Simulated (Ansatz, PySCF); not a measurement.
Potential energy curve for HF, singlet.

- UHF/def2-SVP (Ansatz, a first-principles code)
- RHF/def2-SVP (Ansatz)
- UKS-B3LYP = unrestricted B3LYP/def2-SVP run with Ansatz
- RKS-B3LYP = Ansatz with restricted B3LYP/def2-SVP
- UKS-PBE0 = unrestricted PBE0/def2-SVP (Ansatz)
- RKS-PBE0 = restricted PBE0/def2-SVP run with Ansatz
- UKS-PBE = unrestricted PBE/def2-SVP run with Ansatz
- RKS-PBE = restricted PBE/def2-SVP run with Ansatz
- UKS-B3LYP/6-31G* = unrestricted B3LYP/6-31G*, spherical d (PySCF)
- RKS-B3LYP/6-31G* = PySCF with restricted B3LYP/6-31G*, spherical d
- UKS-B3LYP/6-311+G** = unrestricted B3LYP/6-311+G**, spherical d in PySCF
- RKS-B3LYP/6-311+G** = restricted B3LYP/6-311+G**, spherical d run with PySCF 2.14.0

Scanned distances (Å): 0.74, 0.78, 0.84, 0.86, 0.89, 0.92, 0.95, 0.96, 1.03, 1.08, 1.14, 1.25, 1.40, 1.48, 1.65, 1.85, 2.02, 2.28, 2.48, 2.75, 3.23, 3.63.

Problem. Where does the unrestricted solution first break spin symmetry (<S²> of 0.01 or more)?

Solution. UHF: between 1.25 and 1.40 Å; UKS-B3LYP: between 1.48 and 1.65 Å; UKS-PBE0: between 1.48 and 1.65 Å; UKS-PBE: between 1.65 and 1.85 Å; UKS-B3LYP/6-31G*: between 1.48 and 1.65 Å; UKS-B3LYP/6-311+G**: between 1.48 and 1.65 Å.

```json
[
 {"R / Å": "0.74", "<S²> UHF": "0.00", "E(RHF) − E(UHF) / mEh": "0.0", "<S²> UKS-B3LYP": "0.00", "E(RKS-B3LYP) − E(UKS-B3LYP) / mEh": "0.0", "<S²> UKS-PBE0": "0.00", "E(RKS-PBE0) − E(UKS-PBE0) / mEh": "0.0", "<S²> UKS-PBE": "0.00", "E(RKS-PBE) − E(UKS-PBE) / mEh": "0.0", "<S²> UKS-B3LYP/6-31G*": "0.00", "E(RKS-B3LYP/6-31G*) − E(UKS-B3LYP/6-31G*) / mEh": "0.0", "<S²> UKS-B3LYP/6-311+G**": "0.00", "E(RKS-B3LYP/6-311+G**) − E(UKS-B3LYP/6-311+G**) / mEh": "0.0"},
 {"R / Å": "0.78", "<S²> UHF": "0.00", "E(RHF) − E(UHF) / mEh": "0.0", "<S²> UKS-B3LYP": "0.00", "E(RKS-B3LYP) − E(UKS-B3LYP) / mEh": "0.0", "<S²> UKS-PBE0": "0.00", "E(RKS-PBE0) − E(UKS-PBE0) / mEh": "0.0", "<S²> UKS-PBE": "0.00", "E(RKS-PBE) − E(UKS-PBE) / mEh": "0.0", "<S²> UKS-B3LYP/6-31G*": "0.00", "E(RKS-B3LYP/6-31G*) − E(UKS-B3LYP/6-31G*) / mEh": "0.0", "<S²> UKS-B3LYP/6-311+G**": "0.00", "E(RKS-B3LYP/6-311+G**) − E(UKS-B3LYP/6-311+G**) / mEh": "0.0"},
 {"R / Å": "0.84", "<S²> UHF": "0.00", "E(RHF) − E(UHF) / mEh": "0.0", "<S²> UKS-B3LYP": "0.00", "E(RKS-B3LYP) − E(UKS-B3LYP) / mEh": "0.0", "<S²> UKS-PBE0": "0.00", "E(RKS-PBE0) − E(UKS-PBE0) / mEh": "0.0", "<S²> UKS-PBE": "0.00", "E(RKS-PBE) − E(UKS-PBE) / mEh": "0.0", "<S²> UKS-B3LYP/6-31G*": "0.00", "E(RKS-B3LYP/6-31G*) − E(UKS-B3LYP/6-31G*) / mEh": "0.0", "<S²> UKS-B3LYP/6-311+G**": "0.00", "E(RKS-B3LYP/6-311+G**) − E(UKS-B3LYP/6-311+G**) / mEh": "0.0"},
 {"R / Å": "0.86", "<S²> UHF": "0.00", "E(RHF) − E(UHF) / mEh": "0.0", "<S²> UKS-B3LYP": "0.00", "E(RKS-B3LYP) − E(UKS-B3LYP) / mEh": "0.0", "<S²> UKS-PBE0": "0.00", "E(RKS-PBE0) − E(UKS-PBE0) / mEh": "0.0", "<S²> UKS-PBE": "0.00", "E(RKS-PBE) − E(UKS-PBE) / mEh": "0.0", "<S²> UKS-B3LYP/6-31G*": "0.00", "E(RKS-B3LYP/6-31G*) − E(UKS-B3LYP/6-31G*) / mEh": "0.0", "<S²> UKS-B3LYP/6-311+G**": "0.00", "E(RKS-B3LYP/6-311+G**) − E(UKS-B3LYP/6-311+G**) / mEh": "0.0"},
 {"R / Å": "0.89", "<S²> UHF": "0.00", "E(RHF) − E(UHF) / mEh": "0.0", "<S²> UKS-B3LYP": "0.00", "E(RKS-B3LYP) − E(UKS-B3LYP) / mEh": "0.0", "<S²> UKS-PBE0": "0.00", "E(RKS-PBE0) − E(UKS-PBE0) / mEh": "0.0", "<S²> UKS-PBE": "0.00", "E(RKS-PBE) − E(UKS-PBE) / mEh": "0.0", "<S²> UKS-B3LYP/6-31G*": "0.00", "E(RKS-B3LYP/6-31G*) − E(UKS-B3LYP/6-31G*) / mEh": "0.0", "<S²> UKS-B3LYP/6-311+G**": "0.00", "E(RKS-B3LYP/6-311+G**) − E(UKS-B3LYP/6-311+G**) / mEh": "0.0"},
 {"R / Å": "0.92", "<S²> UHF": "0.00", "E(RHF) − E(UHF) / mEh": "0.0", "<S²> UKS-B3LYP": "0.00", "E(RKS-B3LYP) − E(UKS-B3LYP) / mEh": "0.0", "<S²> UKS-PBE0": "0.00", "E(RKS-PBE0) − E(UKS-PBE0) / mEh": "0.0", "<S²> UKS-PBE": "0.00", "E(RKS-PBE) − E(UKS-PBE) / mEh": "0.0", "<S²> UKS-B3LYP/6-31G*": "0.00", "E(RKS-B3LYP/6-31G*) − E(UKS-B3LYP/6-31G*) / mEh": "0.0", "<S²> UKS-B3LYP/6-311+G**": "0.00", "E(RKS-B3LYP/6-311+G**) − E(UKS-B3LYP/6-311+G**) / mEh": "0.0"},
 {"R / Å": "0.95", "<S²> UHF": "0.00", "E(RHF) − E(UHF) / mEh": "0.0", "<S²> UKS-B3LYP": "0.00", "E(RKS-B3LYP) − E(UKS-B3LYP) / mEh": "0.0", "<S²> UKS-PBE0": "0.00", "E(RKS-PBE0) − E(UKS-PBE0) / mEh": "0.0", "<S²> UKS-PBE": "0.00", "E(RKS-PBE) − E(UKS-PBE) / mEh": "0.0", "<S²> UKS-B3LYP/6-31G*": "0.00", "E(RKS-B3LYP/6-31G*) − E(UKS-B3LYP/6-31G*) / mEh": "0.0", "<S²> UKS-B3LYP/6-311+G**": "0.00", "E(RKS-B3LYP/6-311+G**) − E(UKS-B3LYP/6-311+G**) / mEh": "0.0"},
 {"R / Å": "0.96", "<S²> UHF": "0.00", "E(RHF) − E(UHF) / mEh": "0.0", "<S²> UKS-B3LYP": "0.00", "E(RKS-B3LYP) − E(UKS-B3LYP) / mEh": "0.0", "<S²> UKS-PBE0": "0.00", "E(RKS-PBE0) − E(UKS-PBE0) / mEh": "0.0", "<S²> UKS-PBE": "0.00", "E(RKS-PBE) − E(UKS-PBE) / mEh": "0.0", "<S²> UKS-B3LYP/6-31G*": "0.00", "E(RKS-B3LYP/6-31G*) − E(UKS-B3LYP/6-31G*) / mEh": "0.0", "<S²> UKS-B3LYP/6-311+G**": "0.00", "E(RKS-B3LYP/6-311+G**) − E(UKS-B3LYP/6-311+G**) / mEh": "0.0"},
 {"R / Å": "1.03", "<S²> UHF": "0.00", "E(RHF) − E(UHF) / mEh": "0.0", "<S²> UKS-B3LYP": "0.00", "E(RKS-B3LYP) − E(UKS-B3LYP) / mEh": "0.0", "<S²> UKS-PBE0": "0.00", "E(RKS-PBE0) − E(UKS-PBE0) / mEh": "0.0", "<S²> UKS-PBE": "0.00", "E(RKS-PBE) − E(UKS-PBE) / mEh": "0.0", "<S²> UKS-B3LYP/6-31G*": "0.00", "E(RKS-B3LYP/6-31G*) − E(UKS-B3LYP/6-31G*) / mEh": "0.0", "<S²> UKS-B3LYP/6-311+G**": "0.00", "E(RKS-B3LYP/6-311+G**) − E(UKS-B3LYP/6-311+G**) / mEh": "0.0"},
 {"R / Å": "1.08", "<S²> UHF": "0.00", "E(RHF) − E(UHF) / mEh": "0.0", "<S²> UKS-B3LYP": "0.00", "E(RKS-B3LYP) − E(UKS-B3LYP) / mEh": "0.0", "<S²> UKS-PBE0": "0.00", "E(RKS-PBE0) − E(UKS-PBE0) / mEh": "0.0", "<S²> UKS-PBE": "0.00", "E(RKS-PBE) − E(UKS-PBE) / mEh": "0.0", "<S²> UKS-B3LYP/6-31G*": "0.00", "E(RKS-B3LYP/6-31G*) − E(UKS-B3LYP/6-31G*) / mEh": "0.0", "<S²> UKS-B3LYP/6-311+G**": "0.00", "E(RKS-B3LYP/6-311+G**) − E(UKS-B3LYP/6-311+G**) / mEh": "0.0"},
 {"R / Å": "1.14", "<S²> UHF": "0.00", "E(RHF) − E(UHF) / mEh": "0.0", "<S²> UKS-B3LYP": "0.00", "E(RKS-B3LYP) − E(UKS-B3LYP) / mEh": "0.0", "<S²> UKS-PBE0": "0.00", "E(RKS-PBE0) − E(UKS-PBE0) / mEh": "0.0", "<S²> UKS-PBE": "0.00", "E(RKS-PBE) − E(UKS-PBE) / mEh": "0.0", "<S²> UKS-B3LYP/6-31G*": "0.00", "E(RKS-B3LYP/6-31G*) − E(UKS-B3LYP/6-31G*) / mEh": "0.0", "<S²> UKS-B3LYP/6-311+G**": "0.00", "E(RKS-B3LYP/6-311+G**) − E(UKS-B3LYP/6-311+G**) / mEh": "0.0"},
 {"R / Å": "1.25", "<S²> UHF": "0.00", "E(RHF) − E(UHF) / mEh": "0.0", "<S²> UKS-B3LYP": "0.00", "E(RKS-B3LYP) − E(UKS-B3LYP) / mEh": "0.0", "<S²> UKS-PBE0": "0.00", "E(RKS-PBE0) − E(UKS-PBE0) / mEh": "0.0", "<S²> UKS-PBE": "0.00", "E(RKS-PBE) − E(UKS-PBE) / mEh": "0.0", "<S²> UKS-B3LYP/6-31G*": "0.00", "E(RKS-B3LYP/6-31G*) − E(UKS-B3LYP/6-31G*) / mEh": "0.0", "<S²> UKS-B3LYP/6-311+G**": "0.00", "E(RKS-B3LYP/6-311+G**) − E(UKS-B3LYP/6-311+G**) / mEh": "0.0"},
 {"R / Å": "1.40", "<S²> UHF": "0.35", "E(RHF) − E(UHF) / mEh": "6.5", "<S²> UKS-B3LYP": "0.00", "E(RKS-B3LYP) − E(UKS-B3LYP) / mEh": "0.0", "<S²> UKS-PBE0": "0.00", "E(RKS-PBE0) − E(UKS-PBE0) / mEh": "0.0", "<S²> UKS-PBE": "0.00", "E(RKS-PBE) − E(UKS-PBE) / mEh": "0.0", "<S²> UKS-B3LYP/6-31G*": "0.00", "E(RKS-B3LYP/6-31G*) − E(UKS-B3LYP/6-31G*) / mEh": "0.0", "<S²> UKS-B3LYP/6-311+G**": "0.00", "E(RKS-B3LYP/6-311+G**) − E(UKS-B3LYP/6-311+G**) / mEh": "0.0"},
 {"R / Å": "1.48", "<S²> UHF": "0.53", "E(RHF) − E(UHF) / mEh": "17.9", "<S²> UKS-B3LYP": "0.00", "E(RKS-B3LYP) − E(UKS-B3LYP) / mEh": "0.0", "<S²> UKS-PBE0": "0.00", "E(RKS-PBE0) − E(UKS-PBE0) / mEh": "0.0", "<S²> UKS-PBE": "0.00", "E(RKS-PBE) − E(UKS-PBE) / mEh": "0.0", "<S²> UKS-B3LYP/6-31G*": "0.00", "E(RKS-B3LYP/6-31G*) − E(UKS-B3LYP/6-31G*) / mEh": "0.0", "<S²> UKS-B3LYP/6-311+G**": "0.00", "E(RKS-B3LYP/6-311+G**) − E(UKS-B3LYP/6-311+G**) / mEh": "0.0"},
 {"R / Å": "1.65", "<S²> UHF": "0.76", "E(RHF) − E(UHF) / mEh": "49.5", "<S²> UKS-B3LYP": "0.17", "E(RKS-B3LYP) − E(UKS-B3LYP) / mEh": "1.3", "<S²> UKS-PBE0": "0.26", "E(RKS-PBE0) − E(UKS-PBE0) / mEh": "2.6", "<S²> UKS-PBE": "0.00", "E(RKS-PBE) − E(UKS-PBE) / mEh": "0.0", "<S²> UKS-B3LYP/6-31G*": "0.17", "E(RKS-B3LYP/6-31G*) − E(UKS-B3LYP/6-31G*) / mEh": "1.3", "<S²> UKS-B3LYP/6-311+G**": "0.13", "E(RKS-B3LYP/6-311+G**) − E(UKS-B3LYP/6-311+G**) / mEh": "0.8"},
 {"R / Å": "1.85", "<S²> UHF": "0.88", "E(RHF) − E(UHF) / mEh": "88.6", "<S²> UKS-B3LYP": "0.48", "E(RKS-B3LYP) − E(UKS-B3LYP) / mEh": "10.8", "<S²> UKS-PBE0": "0.56", "E(RKS-PBE0) − E(UKS-PBE0) / mEh": "15.4", "<S²> UKS-PBE": "0.32", "E(RKS-PBE) − E(UKS-PBE) / mEh": "2.9", "<S²> UKS-B3LYP/6-31G*": "0.48", "E(RKS-B3LYP/6-31G*) − E(UKS-B3LYP/6-31G*) / mEh": "10.9", "<S²> UKS-B3LYP/6-311+G**": "0.42", "E(RKS-B3LYP/6-311+G**) − E(UKS-B3LYP/6-311+G**) / mEh": "8.7"},
 {"R / Å": "2.02", "<S²> UHF": "0.94", "E(RHF) − E(UHF) / mEh": "119.2", "<S²> UKS-B3LYP": "0.65", "E(RKS-B3LYP) − E(UKS-B3LYP) / mEh": "22.0", "<S²> UKS-PBE0": "0.71", "E(RKS-PBE0) − E(UKS-PBE0) / mEh": "29.0", "<S²> UKS-PBE": "0.54", "E(RKS-PBE) − E(UKS-PBE) / mEh": "10.2", "<S²> UKS-B3LYP/6-31G*": "0.65", "E(RKS-B3LYP/6-31G*) − E(UKS-B3LYP/6-31G*) / mEh": "22.4", "<S²> UKS-B3LYP/6-311+G**": "0.59", "E(RKS-B3LYP/6-311+G**) − E(UKS-B3LYP/6-311+G**) / mEh": "18.6"},
 {"R / Å": "2.28", "<S²> UHF": "0.98", "E(RHF) − E(UHF) / mEh": "159.3", "<S²> UKS-B3LYP": "0.80", "E(RKS-B3LYP) − E(UKS-B3LYP) / mEh": "39.4", "<S²> UKS-PBE0": "0.84", "E(RKS-PBE0) − E(UKS-PBE0) / mEh": "49.3", "<S²> UKS-PBE": "0.72", "E(RKS-PBE) − E(UKS-PBE) / mEh": "22.9", "<S²> UKS-B3LYP/6-31G*": "0.81", "E(RKS-B3LYP/6-31G*) − E(UKS-B3LYP/6-31G*) / mEh": "40.1", "<S²> UKS-B3LYP/6-311+G**": "0.75", "E(RKS-B3LYP/6-311+G**) − E(UKS-B3LYP/6-311+G**) / mEh": "34.1"},
 {"R / Å": "2.48", "<S²> UHF": "0.99", "E(RHF) − E(UHF) / mEh": "184.7", "<S²> UKS-B3LYP": "0.87", "E(RKS-B3LYP) − E(UKS-B3LYP) / mEh": "51.1", "<S²> UKS-PBE0": "0.90", "E(RKS-PBE0) − E(UKS-PBE0) / mEh": "62.9", "<S²> UKS-PBE": "0.79", "E(RKS-PBE) − E(UKS-PBE) / mEh": "31.6", "<S²> UKS-B3LYP/6-31G*": "0.87", "E(RKS-B3LYP/6-31G*) − E(UKS-B3LYP/6-31G*) / mEh": "52.2", "<S²> UKS-B3LYP/6-311+G**": "0.82", "E(RKS-B3LYP/6-311+G**) − E(UKS-B3LYP/6-311+G**) / mEh": "44.6"},
 {"R / Å": "2.75", "<S²> UHF": "1.00", "E(RHF) − E(UHF) / mEh": "212.4", "<S²> UKS-B3LYP": "0.93", "E(RKS-B3LYP) − E(UKS-B3LYP) / mEh": "64.3", "<S²> UKS-PBE0": "0.95", "E(RKS-PBE0) − E(UKS-PBE0) / mEh": "78.0", "<S²> UKS-PBE": "0.85", "E(RKS-PBE) − E(UKS-PBE) / mEh": "41.1", "<S²> UKS-B3LYP/6-31G*": "0.93", "E(RKS-B3LYP/6-31G*) − E(UKS-B3LYP/6-31G*) / mEh": "65.9", "<S²> UKS-B3LYP/6-311+G**": "0.89", "E(RKS-B3LYP/6-311+G**) − E(UKS-B3LYP/6-311+G**) / mEh": "56.3"},
 {"R / Å": "3.23", "<S²> UHF": "1.00", "E(RHF) − E(UHF) / mEh": "247.0", "<S²> UKS-B3LYP": "0.98", "E(RKS-B3LYP) − E(UKS-B3LYP) / mEh": "80.8", "<S²> UKS-PBE0": "0.99", "E(RKS-PBE0) − E(UKS-PBE0) / mEh": "96.6", "<S²> UKS-PBE": "0.91", "E(RKS-PBE) − E(UKS-PBE) / mEh": "52.2", "<S²> UKS-B3LYP/6-31G*": "0.98", "E(RKS-B3LYP/6-31G*) − E(UKS-B3LYP/6-31G*) / mEh": "82.9", "<S²> UKS-B3LYP/6-311+G**": "0.95", "E(RKS-B3LYP/6-311+G**) − E(UKS-B3LYP/6-311+G**) / mEh": "70.9"},
 {"R / Å": "3.63", "<S²> UHF": "1.00", "E(RHF) − E(UHF) / mEh": "265.8", "<S²> UKS-B3LYP": "0.99", "E(RKS-B3LYP) − E(UKS-B3LYP) / mEh": "89.3", "<S²> UKS-PBE0": "1.00", "E(RKS-PBE0) − E(UKS-PBE0) / mEh": "106.1", "<S²> UKS-PBE": "0.93", "E(RKS-PBE) − E(UKS-PBE) / mEh": "57.4", "<S²> UKS-B3LYP/6-31G*": "1.00", "E(RKS-B3LYP/6-31G*) − E(UKS-B3LYP/6-31G*) / mEh": "91.7", "<S²> UKS-B3LYP/6-311+G**": "0.98", "E(RKS-B3LYP/6-311+G**) − E(UKS-B3LYP/6-311+G**) / mEh": "78.6"}
]
```
